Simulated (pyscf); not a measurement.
**Routes from H₂C=C(CH₃)–OH**

Candidate steps break at most two bonds and form at most two. Each was searched with GFN2-xTB (tblite) first. Structures and frequencies: ωB97X-D3(BJ)/def2-SVP in PySCF. Correlated levels are frozen-core, on RHF or UHF. ΔMP2 is the change of the MP2 total energy from the triple- to the quadruple-zeta basis. Energies: CCSD(T)/def2-TZVPP + ΔMP2(QZVPP), kJ/mol, from the reactant's lowest minimum found, singlet surface; ΔG‡ with ideal gas, 1 atm, RRHO with modes under 100 cm⁻¹ raised to 100, one conformer, R ln 2 for chiral ones without a mode under 150 cm⁻¹.

| products | type | ΔE‡ | ΔE | ΔG‡ 298 K | ΔG‡ 900 K | ν‡ (cm⁻¹) |
|---|---|---|---|---|---|---|
| HC≡C–CH₃ + H₂O | elimination | 350.5 | +125.7 | 330.0 | 324.1 | 1087i |
| H₂C=C=CH₂ + H₂O | elimination | 356.8 | +131.1 | 332.8 | 326.2 | 1410i |

Row 1: On the reactant side the descent ends in a point that may be a rotor saddle (no frequency run), 8.0 kJ/mol over the lowest minimum found and 351.2 kJ/mol under the saddle at ωB97X-D3(BJ)/def2-TZVP. 

Plain bond fissions and candidates not yet searched are not listed, and one of them may be faster. Each barrier is that of the saddle found; lower ones may exist. The CCSD(T) − MP2 part came from Ansatz, without density fitting, on the same reference.
